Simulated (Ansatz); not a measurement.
**CH2N (quartet): the correlation ladder, def2-TZVPP**

The task here is to estimate one member of a computed series from the others.

Computed with Ansatz 0.2.0, Gaussian basis. Level: def2-TZVPP, core rule «outside noble gas», up to 2 orbitals frozen.

To be run: UHF; ROHF; CCSD(T) on UHF.

2 further runs of the same task are left out: 2 set aside as unsound or not needed.

## The system

The geometry is a PBE0/def2-TZVP stationary point (not a proven minimum) of the parent state, kept for this charge and spin.

4 atoms, charge 0, spin multiplicity 4.

Atoms are counted from 1 here; the program's logs count them from 0.

Bond lengths: N1–C2 1.237 Å, C2–H3 1.099 Å, C2–H4 1.099 Å. Angles: N1–C2–H3 121.4°, N1–C2–H4 121.4°, H3–C2–H4 117.1°.

As a file:

```xyz
4
CH2N
N     0.0000    0.0000    0.6600
C     0.0000    0.0000   -0.5768
H     0.0000   -0.9374   -1.1497
H     0.0000    0.9373   -1.1497
```

Set-up of the first run:

in.yaml reads:

```yaml
crystal:
  periodic: [false, false, false]
  atoms:
    - {symbol: N, position_ang: [0.000000, 0.000000, 0.660040]}
    - {symbol: C, position_ang: [0.000000, 0.000000, -0.576764]}
    - {symbol: H, position_ang: [0.000000, -0.937350, -1.149693]}
    - {symbol: H, position_ang: [0.000000, 0.937349, -1.149693]}
basis:
  gaussian: {orbitals: def2-TZVPP}
magnetization: {spin_polarized: true, initial_magnetization: 3}
hamiltonian: {xc: hf}
output: {orbitals: {seedname: orbitals}}
```

The run is started by

```
$ ansatz run in.yaml --threads 1 --pin off --events-out ev --progress --plain --max-ram 4096MiB --backend cpu
```

Steps of the session up to this table: UHF; ROHF; CCSD(T) on UHF.

One of the session's tables, all rows but one given; the rest of the session is left out.

```
  method  from UCCSD(T) (kJ/mol)
    ROHF                  +830.8
     UHF                       ?
    UMP2                  +106.8
   UCCSD                   +23.3
UCCSD(T)                       0
```

Q: Estimate the row for UHF from the others.

As computed: from UCCSD(T) (kJ/mol): +801.6. In the column «from UCCSD(T) (kJ/mol)» it lies between UMP2 (+106.8) and ROHF (+830.8).
